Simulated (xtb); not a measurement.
LiH, SMILES [LiH]. All values are semi-empirical tight-binding results from xtb (GFN2-xTB unless named), good for trends rather than for accurate numbers. Geometry optimised at GFN2-xTB.

For metal compounds this method's bond lengths and energies can be far off.

**Question.** Estimate the properties. (An estimate is asked for; the answer gives what the named calculation found.)

**Answer.** 
The point group as xtb finds it is C∞v. The orbital gap comes out as 5.66 eV.

Computed IR lines (harmonic; lines under 4 % of the strongest left out, lines within 3 cm⁻¹ merged):
ν (cm⁻¹): 1440 (vs) (against the strongest line: vs over 80 %, s over 45 %, m over 15 %, w over 4 %, vw less)
